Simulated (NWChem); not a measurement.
System: trifluoromethane (CHF$_{3}$); SMILES FC(F)F

Output (shortened):

```
             Northwest Computational Chemistry Package (NWChem) 7.3.0
             --------------------------------------------------------

 C3V symmetry detected

                             Geometry "geometry" -> ""
                             -------------------------

 Output coordinates in angstroms (scale by  1.889725989 to convert to a.u.)

  No.       Tag          Charge          X              Y              Z
 ---- ---------------- ---------- -------------- -------------- --------------
    1 F                    9.0000     0.89205636     0.89205636    -0.12855494
    2 C                    6.0000     0.00000000     0.00000000     0.33671606
    3 F                    9.0000     0.32651529    -1.21857166    -0.12855494
    4 F                    9.0000    -1.21857166     0.32651529    -0.12855494
    5 H                    1.0000     0.00000000     0.00000000     1.45068706

 Effective nuclear repulsion energy (a.u.)     132.5232834733

      Symmetry information
      --------------------

 Group name             C3v
 Group number             17
 Group order               6
 No. of unique centers     3

                                 NWChem DFT Module
                                 -----------------

 Summary of "ao basis" -> "ao basis" (spherical)
 ------------------------------------------------------------------------------
       Tag                 Description            Shells   Functions and Types
 ---------------- ------------------------------  ------  ---------------------
 F                         def2-tzvp                11       31   5s3p2d1f
 C                         def2-tzvp                11       31   5s3p2d1f
 H                         def2-tzvp                 4        6   3s1p

      Symmetry analysis of basis
      --------------------------

        a1         37
        a2         11
        e          82

  Rotation of axis

            General Information
            -------------------
          SCF calculation type: DFT
          Wavefunction type:  closed shell.
          No. of atoms     :     5
          No. of electrons :    34
           Alpha electrons :    17
            Beta electrons :    17
          Charge           :     0
          Spin multiplicity:     1
          Use of symmetry is: on ; symmetry adaption is: on
          Maximum number of iterations: 200
          AO basis - number of functions:   130
                     number of shells:    48
          Convergence on energy requested:  1.00D-06
          Convergence on density requested:  1.00D-05
          Convergence on gradient requested:  5.00D-04

              XC Information
              --------------
                         B3LYP Method XC Potential
                     Hartree-Fock (Exact) Exchange  0.200
                        Slater Exchange Functional  0.800 local
                    Becke 1988 Exchange Functional  0.720 non-local
              Lee-Yang-Parr Correlation Functional  0.810
                  VWN I RPA Correlation Functional  0.190 local

             Grid Information
             ----------------
          Grid used for XC integration:  medium
          Radial quadrature: Mura-Knowles
          Angular quadrature: Lebedev.
          Tag              B.-S. Rad. Rad. Pts. Rad. Cut. Ang. Pts.
          ---              ---------- --------- --------- ---------
          F                   0.50       49           7.0       434
          C                   0.70       49           7.0       434
          H                   0.35       45           7.0       434
          Grid pruning is: on
          Number of quadrature shells:   143
          Spatial weights used:  Erf1

      Superposition of Atomic Density Guess
      -------------------------------------

 Sum of atomic energies:        -336.42537251

      Non-variational initial energy
      ------------------------------

 Total energy =    -337.421442
 1-e energy   =    -732.351734
 2-e energy   =     262.407009
 HOMO         =      -0.463615
 LUMO         =       0.166268

      Symmetry analysis of molecular orbitals - initial
      -------------------------------------------------

  Numbering of irreducible representations:

     1 a1          2 a2          3 e

  Orbital symmetries:

     1 a1          2 e           3 e           4 a1          5 a1
     6 e           7 e           8 a1          9 a1         10 e
    11 e          12 e          13 e          14 e          15 e
    16 a2         17 a1         18 a1         19 e          20 e
    21 a1         22 a1         23 a1         24 e          25 e
    26 a1         27 e

   convergence    iter        energy       DeltaE   RMS-Dens  Diis-err
 ---------------- ----- ----------------- --------- --------- ---------
 d= 0,ls=0.0,diis     1   -338.2337156756 -4.71D+02  7.79D-03  1.78D+00
 d= 0,ls=0.0,diis     2   -338.1190408955  1.15D-01  4.31D-03  3.50D+00
 d= 0,ls=0.0,diis     3   -338.3906672095 -2.72D-01  7.02D-04  4.50D-02
  Resetting Diis
 d= 0,ls=0.0,diis     4   -338.3926975369 -2.03D-03  3.10D-04  8.88D-03
 d= 0,ls=0.0,diis     5   -338.3933515938 -6.54D-04  5.27D-05  4.88D-05
 d= 0,ls=0.0,diis     6   -338.3933520488 -4.55D-07  2.20D-05  6.25D-05
 d= 0,ls=0.0,diis     7   -338.3933565377 -4.49D-06  3.64D-06  1.18D-06
 d= 0,ls=0.0,diis     8   -338.3933566288 -9.11D-08  1.18D-06  1.53D-07

         Total DFT energy =     -338.393356628820
      One electron energy =     -732.910443645582
           Coulomb energy =      299.191613157024
    Exchange-Corr. energy =      -37.197809613587
 Nuclear repulsion energy =      132.523283473325

 Numeric. integr. density =       33.999997913370

                  Occupations of the irreducible representations
                  ----------------------------------------------

                     irrep           alpha         beta
                     --------     --------     --------
                     a1                6.0          6.0
                     a2                1.0          1.0
                     e                10.0         10.0

                       DFT Final Molecular Orbital Analysis
                       ------------------------------------

 Vector   15  Occ=2.000000D+00  E=-4.497148D-01  Symmetry=e
              MO Center=  3.4D-01,  1.9D-01, -8.5D-02, r^2= 1.9D+00
   Bfn.  Coefficient  Atom+Function         Bfn.  Coefficient  Atom+Function
  ----- ------------  ---------------      ----- ------------  ---------------
     8      0.284744  1 F  pz                11      0.229085  1 F  pz
     7      0.197766  1 F  py                69      0.189624  3 F  py
    70     -0.176630  3 F  pz                 6      0.162534  1 F  px
    10      0.161002  1 F  py                72      0.154444  3 F  py
    14      0.151543  1 F  pz                73     -0.142104  3 F  pz

 Vector   16  Occ=2.000000D+00  E=-4.282911D-01  Symmetry=a2
              MO Center= -1.2D-13, -1.6D-13, -1.2D-01, r^2= 2.0D+00
   Bfn.  Coefficient  Atom+Function         Bfn.  Coefficient  Atom+Function
  ----- ------------  ---------------      ----- ------------  ---------------
    68      0.299313  3 F  px               100     -0.299313  4 F  py
    71      0.242468  3 F  px               103     -0.242468  4 F  py
     6     -0.219112  1 F  px                 7      0.219112  1 F  py
     9     -0.177499  1 F  px                10      0.177499  1 F  py
    74      0.161663  3 F  px               106     -0.161663  4 F  py

 Vector   17  Occ=2.000000D+00  E=-4.081501D-01  Symmetry=a1
              MO Center=  1.2D-14, -7.9D-15,  3.1D-01, r^2= 2.0D+00
   Bfn.  Coefficient  Atom+Function         Bfn.  Coefficient  Atom+Function
  ----- ------------  ---------------      ----- ------------  ---------------
     8      0.248228  1 F  pz                70      0.248228  3 F  pz
   101      0.248228  4 F  pz               126     -0.239415  5 H  s
    11      0.201653  1 F  pz                73      0.201653  3 F  pz
   104      0.201653  4 F  pz                39     -0.186787  2 C  pz
   127     -0.159548  5 H  s                125     -0.146645  5 H  s

 Vector   18  Occ=0.000000D+00  E= 5.175774D-02  Symmetry=a1
              MO Center= -4.9D-15, -2.7D-14,  1.9D+00, r^2= 2.4D+00
   Bfn.  Coefficient  Atom+Function         Bfn.  Coefficient  Atom+Function
  ----- ------------  ---------------      ----- ------------  ---------------
   127      2.514704  5 H  s                 36     -1.257932  2 C  s
    45     -0.834361  2 C  pz                35     -0.386621  2 C  s
    39     -0.258168  2 C  pz               126     -0.223921  5 H  s
    42     -0.195629  2 C  pz                34     -0.148208  2 C  s
    14      0.101636  1 F  pz                76      0.101636  3 F  pz

 Vector   19  Occ=0.000000D+00  E= 9.512379D-02  Symmetry=e
              MO Center= -1.9D-02,  1.3D-04,  5.8D-01, r^2= 3.4D+00
   Bfn.  Coefficient  Atom+Function         Bfn.  Coefficient  Atom+Function
  ----- ------------  ---------------      ----- ------------  ---------------
    44      1.331891  2 C  py                 5     -0.963702  1 F  s
    67      0.830917  3 F  s                 43      0.546329  2 C  px
    41      0.475505  2 C  py               106     -0.304986  4 F  py
    12      0.289975  1 F  px                38      0.270419  2 C  py
    74     -0.245029  3 F  px                14     -0.201739  1 F  pz

 Vector   20  Occ=0.000000D+00  E= 9.512379D-02  Symmetry=e
              MO Center=  1.9D-02, -1.3D-04,  5.8D-01, r^2= 3.4D+00
   Bfn.  Coefficient  Atom+Function         Bfn.  Coefficient  Atom+Function
  ----- ------------  ---------------      ----- ------------  ---------------
    43      1.331891  2 C  px                98      1.036123  4 F  s
    67     -0.633057  3 F  s                 44     -0.546329  2 C  py
    40      0.475505  2 C  px                 5     -0.403067  1 F  s
   105      0.312783  4 F  px                13      0.286776  1 F  py
    37      0.270419  2 C  px                75     -0.248228  3 F  py

     Multipole analysis of the density
     ---------------------------------

     L   x y z        total         alpha         beta         nuclear
     -   - - -        -----         -----         ----         -------
     0   0 0 0     -0.000000    -17.000000    -17.000000     34.000000

     1   1 0 0     -0.000000     -0.000000     -0.000000      0.000000
     1   0 1 0     -0.000000     -0.000000     -0.000000     -0.000000
     1   0 0 1      0.625672      0.312836      0.312836     -0.000000

     2   2 0 0    -16.591066    -46.658840    -46.658840     76.726613
     2   1 1 0     -0.000000     -0.000000     -0.000000      0.000000
     2   1 0 1     -0.000000     -0.000000     -0.000000     -0.000000
     2   0 2 0    -16.591066    -46.658840    -46.658840     76.726613
     2   0 1 1     -0.000000     -0.000000     -0.000000      0.000000
     2   0 0 2    -13.924291    -12.731148    -12.731148     11.538006

            General Information
            -------------------
          SCF calculation type: DFT
          Wavefunction type:  closed shell.
          No. of atoms     :     5
          No. of electrons :    34
           Alpha electrons :    17
            Beta electrons :    17
          Charge           :     0
          Spin multiplicity:     1
          Use of symmetry is: on ; symmetry adaption is: on
          Maximum number of iterations: 200
          AO basis - number of functions:   130
                     number of shells:    48
          Convergence on energy requested:  1.00D-06
          Convergence on density requested:  1.00D-05
          Convergence on gradient requested:  5.00D-04

              XC Information
              --------------
                         B3LYP Method XC Potential
                     Hartree-Fock (Exact) Exchange  0.200
                        Slater Exchange Functional  0.800 local
                    Becke 1988 Exchange Functional  0.720 non-local
              Lee-Yang-Parr Correlation Functional  0.810
                  VWN I RPA Correlation Functional  0.190 local

             Grid Information
             ----------------
          Grid used for XC integration:  medium
          Radial quadrature: Mura-Knowles
          Angular quadrature: Lebedev.
          Tag              B.-S. Rad. Rad. Pts. Rad. Cut. Ang. Pts.
          ---              ---------- --------- --------- ---------
          F                   0.50       49           7.0       434
          C                   0.70       49           7.0       434
          H                   0.35       45           7.0       434
          Grid pruning is: on
          Number of quadrature shells:   143
          Spatial weights used:  Erf1

          Convergence Information
          -----------------------
          Convergence aids based upon iterative change in
          total energy or number of iterations.
          Levelshifting, if invoked, occurs when the
          HOMO/LUMO gap drops below (HL_TOL):  1.00D-02
          DIIS, if invoked, will attempt to extrapolate
          using up to (NFOCK):  3 stored Fock matrices.

                    Damping( 0%)  Levelshifting(0.5)       DIIS
                  --------------- ------------------- ---------------
          dE  on:    start            ASAP                start
          dE off:    2 iters        200 iters           200 iters

                            NWChem DFT Gradient Module
                            --------------------------

  charge          =   0.00
  wavefunction    = closed shell

  Rotation of axis
  Using symmetry

                         DFT ENERGY GRADIENTS

    atom               coordinates                        gradient
                 x          y          z           x          y          z
   1 F       1.685742   1.685742  -0.242934    0.003536   0.003536  -0.000764
   2 C       0.000000   0.000000   0.636301   -0.000000   0.000000  -0.012342
   3 F       0.617024  -2.302767  -0.242934    0.001294  -0.004830  -0.000764
   4 F      -2.302767   0.617024  -0.242934   -0.004830   0.001294  -0.000764
   5 H       0.000000   0.000000   2.741401    0.000000   0.000000   0.014634
```

Level: B3LYP/def2-TZVP. The geometry was optimised at PBE-D3(BJ)/def2-SVP.

**Question.** Reconstruct the input file.

**Answer.** This is not unique; one that fits is the input that was run:
```
start job
memory heap 200 mb stack 900 mb global 1100 mb
geometry units angstroms noautoz
  F      0.892056     0.892056    -0.130277
  C      0.000000     0.000000     0.334994
  F      0.326515    -1.218572    -0.130277
  F     -1.218572     0.326515    -0.130277
  H      0.000000     0.000000     1.448965
end
basis spherical
  * library def2-tzvp
end
dft
  xc b3lyp
  iterations 200
  convergence diis 3
end
task dft gradient
```
